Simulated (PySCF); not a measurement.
## How good is the calculation?

Geometry:
```json
{"atom": "O1", "x (Å)": "1.846", "y (Å)": "0.923", "z (Å)": "-0.623"}
{"atom": "C2", "x (Å)": "0.952", "y (Å)": "0.467", "z (Å)": "0.372"}
{"atom": "C3", "x (Å)": "0.602", "y (Å)": "-1.026", "z (Å)": "0.220"}
{"atom": "C4", "x (Å)": "-0.710", "y (Å)": "-1.034", "z (Å)": "-0.561"}
{"atom": "C5", "x (Å)": "-1.460", "y (Å)": "0.152", "z (Å)": "0.037"}
{"atom": "C6", "x (Å)": "-0.377", "y (Å)": "1.223", "z (Å)": "0.186"}
{"atom": "H7", "x (Å)": "2.672", "y (Å)": "0.432", "z (Å)": "-0.554"}
{"atom": "H8", "x (Å)": "1.391", "y (Å)": "0.660", "z (Å)": "1.363"}
{"atom": "H9", "x (Å)": "1.396", "y (Å)": "-1.574", "z (Å)": "-0.288"}
{"atom": "H10", "x (Å)": "0.450", "y (Å)": "-1.469", "z (Å)": "1.205"}
{"atom": "H11", "x (Å)": "-1.252", "y (Å)": "-1.973", "z (Å)": "-0.462"}
{"atom": "H12", "x (Å)": "-0.512", "y (Å)": "-0.851", "z (Å)": "-1.617"}
{"atom": "H13", "x (Å)": "-2.286", "y (Å)": "0.487", "z (Å)": "-0.587"}
{"atom": "H14", "x (Å)": "-1.858", "y (Å)": "-0.120", "z (Å)": "1.017"}
{"atom": "H15", "x (Å)": "-0.577", "y (Å)": "1.906", "z (Å)": "1.009"}
{"atom": "H16", "x (Å)": "-0.286", "y (Å)": "1.805", "z (Å)": "-0.730"}
```

Measured values that the calculation should reproduce: δ 17O O1 37.0 ppm (measured; liquid, neat, 295 K; 17O NMR survey of organic solvents and oxofluorinated compounds, PMC5915748).
δ 13C C2 73.7; C3/C6 35.4; C4/C5 23.4 ppm (measured; solution, not stated per compound (mostly CDCl3 or CCl4); Pretsch, Buehlmann, Badertscher, Structure Determination of Organic Compounds, 4th ed. (2009)).

- GIAO PBE0/pcSseg-1 shieldings
- geometry from GFN2-xTB
- program: PySCF 2.14.0 with density-fitted response routines
- non-relativistic Hamiltonian, single conformer, isolated molecule, rapidly exchanging positions averaged

Q: How close does the calculation come?

A: 
Reference values: measured (liquid, neat, 295 K; 17O NMR survey of organic solvents and oxofluorinated compounds, PMC5915748).
```
atoms                 quantity  reference  computed  computed, scaled
   O1  δ 17O vs D2O (external)       37.0         –              25.6
```

Reference values: measured (solution, not stated per compound (mostly CDCl3 or CCl4); Pretsch, Buehlmann, Badertscher, Structure Determination of Organic Compounds, 4th ed. (2009)).
```csv
atoms,quantity,reference,computed,"computed, scaled"
C2,δ 13C,73.7,77.0,72.9
C3/C6,δ 13C,35.4,40.9,37.7
C4/C5,δ 13C,23.4,29.6,26.7
```

Computed shifts are σ(ref) − σ with the named reference compound (TMS for H and C) calculated as an isolated molecule at the same level. The measured values may be among those fitted. Scaled to experiment by linear calibration (H and C: mostly CDCl3 data, vs TMS): 13C (scatter 2.1 ppm rms, 2.3 ppm with the 13 outliers that the fit left out); 17O (scatter 10.7 ppm rms, 12.2 ppm with the 3 outliers that the fit left out vs liquid water, solution or neat liquid). A few per cent of atoms miss by over 2 rms, more outside the fitted compound classes.

Q: How far are the unscaled 13C shifts from the references?

A: Mean signed difference +5.00 ppm, mean absolute 5.00 ppm over 3 comparisons; the largest is +6.2 ppm at C4/C5 (sp3 CH2 in a ring).
